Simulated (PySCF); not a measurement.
Compound: CH2PH, CH3P.
Bonds: C1–P2 (double). Hydrogens: H3, H4 on C1; H5 on P2.

All values: wB97X-D/def2-SVPD (PySCF, non-relativistic), on one gas-phase PBE0-D3(BJ)/def2-SVP geometry that isn't relaxed in the solvent. The solvent is an IEF-PCM continuum (Bondi radii, 1.10 Å for H, scaled by 1.2). Specific hydrogen bonds and non-electrostatic terms are outside this model.

Gas phase at wB97X-D/def2-SVPD: HOMO -9.65 eV, LUMO 0.00 eV, dipole 0.97 D.

Q: What does the continuum do to the energy, the frontier levels and the dipole at wB97X-D/def2-SVPD in chloroform and water?

A: 
| solvent | ε | E(solvent) − E(gas) (kcal/mol) | polarisation term (kcal/mol) | distortion of the solute (kcal/mol) | HOMO (eV) | LUMO (eV) | dipole (D) |
| --- | --- | --- | --- | --- | --- | --- | --- |
| chloroform | 4.711 | -0.98 | -1.10 | 0.12 | -9.60 | 0.07 | 1.24 |
| water | 78.36 | -1.42 | -1.69 | 0.27 | -9.60 | 0.07 | 1.37 |

The first energy column is the sum of the next two and covers electrostatics alone. From chloroform to water the lowering changes by a factor 1.45, Onsager's factor (ε − 1)/(2ε + 1) by 1.38 and ε itself by 16.6.

Q: How does the static polarisability (wB97X-D/def2-SVPD, frozen core, with the continuum's full static response) change?

A: 
```tsv
medium	isotropic (au)	principal values (au)	⟨r²⟩ of the electrons (bohr²)
gas	39.6	30.7, 36.7, 51.6	123.5
chloroform	51.2	38.8, 46.8, 68.1	123.4
water	57.5	43.6, 52.5, 76.2	123.3
```

The isotropic value in water is 1.45 times the gas-phase one; no cavity-field correction is applied. ⟨r²⟩ is taken about the centre of nuclear charge.

Hardware: one thread of an Arm Neoverse V2, on a shared host. Cost: 1.4 s of wall time, 0.32 GiB resident at most. This is the whole response run at wB97X-D/def2-SVPD in water, SCF included.

The pairwise dispersion term of wB97X-D wasn't added to the energies; at a given geometry it leaves orbitals and properties as they are.
